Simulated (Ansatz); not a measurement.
**doublet Si₂H₆(+): levels of theory in one basis**

```yaml
atoms:
  - { symbol: Si, position_ang: [0.0000, 0.0000, -1.3581] }
  - { symbol: Si, position_ang: [0.0000, 0.0000, 1.3581] }
  - { symbol: H, position_ang: [1.4560, -0.0026, -1.5658] }
  - { symbol: H, position_ang: [-0.7303, -1.2596, -1.5658] }
  - { symbol: H, position_ang: [-0.7257, 1.2623, -1.5658] }
  - { symbol: H, position_ang: [-1.4560, -0.0094, 1.5658] }
  - { symbol: H, position_ang: [0.7361, -1.2562, 1.5658] }
  - { symbol: H, position_ang: [0.7199, 1.2656, 1.5658] }
```

Basis set: cc-pVTZ on H; cc-pV(T+d)Z on Si (spherical functions). Correlated methods keep 10 orbitals frozen. Correlation on ROHF uses semicanonical orbitals with singles. Charge 1, multiplicity 2.

Computed with Ansatz (development build ahead of 0.2.0); each method stands on the lowest determinant of its kind that the runs found.

```tsv
method	E − E(ROHF) (eV)	<S²> of the determinant
ROHF	0.00	0.75
UHF	-0.05	0.76
ROHF-MP2	-6.27	–
UHF-MP2	-6.27	0.76
```

Q: Is a single determinant a sound starting point here?

A: By this sign, yes. Unrestricted orbitals gain 0.05 eV and <S²> is 0.76 against 0.75 for a pure state.
